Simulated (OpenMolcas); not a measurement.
## [BCl2]+ (SMILES Cl[B+]Cl): methods side by side

[BCl2]+ has 3 atoms, charge +1, and is taken as a singlet. SMILES: `Cl[B+]Cl`. The shape is that of a GFN2-xTB optimisation.

```xyz
3

Cl   -1.2384    0.7665   -0.5913
B     0.0007    0.0014    0.0006
Cl    1.2376   -0.7678    0.5907
```

Each level gives the energy change with the B2–Cl3 bond stretched from 1.572 to 1.964 Å (eV). The values are calculated.

```csv
level,kind,program,value (eV),less FCI/STO-3G,CPU time (all runs)
HF/STO-3G (restricted),Hartree–Fock,OpenMolcas,1.00,+0.23,3.2 s
SVWN5/STO-3G (restricted),LDA,OpenMolcas,1.00,+0.23,6.5 s
PBE/STO-3G (restricted),GGA,OpenMolcas,0.83,+0.06,7.5 s
r2SCAN/STO-3G (restricted),meta-GGA,OpenMolcas,0.94,+0.17,8.7 s
B3LYP/STO-3G (restricted),global hybrid,OpenMolcas,0.86,+0.09,7.7 s
PBE0/STO-3G (restricted),global hybrid,OpenMolcas,0.99,+0.22,7.1 s
CISD/STO-3G (restricted),coupled cluster or CI,OpenMolcas,0.81,+0.04,3.5 s
FCI/STO-3G,exact in the basis,OpenMolcas,0.77,0.00,61 s
```

FCI/STO-3G is exact within its basis and frozen core, so for wave-function methods in that basis the difference is their error; functionals converge differently with the basis, so for them it is only a difference. The first shape isn't each level's own minimum. The values span 0.77 to 1.00 eV. All rows use very small basis sets, so even the best lies far from the true value. Times are those of the runs behind each value, whatever else they computed, on shared processors of several kinds: orders of magnitude only.
